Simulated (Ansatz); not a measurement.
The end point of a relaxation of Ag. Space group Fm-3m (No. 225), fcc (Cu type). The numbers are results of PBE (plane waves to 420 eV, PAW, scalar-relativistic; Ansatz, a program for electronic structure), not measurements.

Space group Fm-3m (No. 225); a = b = c = 4.1482 Å, α = β = γ = 90.00°

| atom | site | symmetry | x | y | z |
|---|---|---|---|---|---|
| Ag | 4a | m-3m | 0.0000 | 0.0000 | 0.0000 |
(The calculation used a cell of 1 atom; values per cell refer to that cell.)

| Property | Result |
|---|---|
| Volume per atom | 17.84 Å³ |
| Band gap | zero (metallic) |
| Shortest distances | Ag–Ag 2.93 Å |
| k-mesh | 19×19×19 |

No spin polarisation in the result.

Measured for Ag: a 4.062 Å (static lattice; corrected from measurement; as listed in Daniel Mejia-Rodriguez, S. B. Trickey, Phys. Rev. B (2018)). Computed minus measured — a: PBE +2.1 %. The computed values are for a static lattice.

The run could not lose the symmetry of its start.
